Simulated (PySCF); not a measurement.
Calculation: PBE-D3(BJ)/def2-TZVP // BP86-D3(BJ)/def2-SVP in PySCF. All species are isolated molecules in the gas phase. 

Reference species (SMILES): `N` (neutral, multiplicity 1).

* **dipole moment**: 1.80 D

Changed species: `S` (free ligand H2S; the reference has free ligand NH3).

What does the change do to the dipole moment?

the dipole moment drops by 0.67 D, to 1.13 D.
